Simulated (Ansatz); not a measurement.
Two shapes of singlet N₂H₂.

Shape 1:

```xyz
4

N     0.0402   -0.0214   -0.5954
N     0.0352    0.0049    0.6510
H    -0.0212    0.9840   -0.8704
H     0.0364   -0.9629    0.9042
```

Shape 2:

```xyz
4

N     0.0000    0.0001   -0.6651
N     0.0000   -0.0001    0.6651
H     0.0000    1.0754   -0.9873
H     0.0000   -1.0754    0.9873
```

Basis set: cc-pVTZ (spherical functions). Correlated methods keep 2 orbitals frozen. Charge 0, multiplicity 1.

Computed with Ansatz (development build ahead of 0.2.0); each method stands on the lowest determinant of its kind that the runs found.

Question: Which shape is lower in energy, and by how much in each method?

Answer:

```json
{"method": "RHF", "E(2) − E(1) (eV)": "0.892"}
{"method": "RHF-MP2", "E(2) − E(1) (eV)": "0.426"}
```

Shape 1 is lower. Caution: in another basis set an unrestricted determinant lies well below.
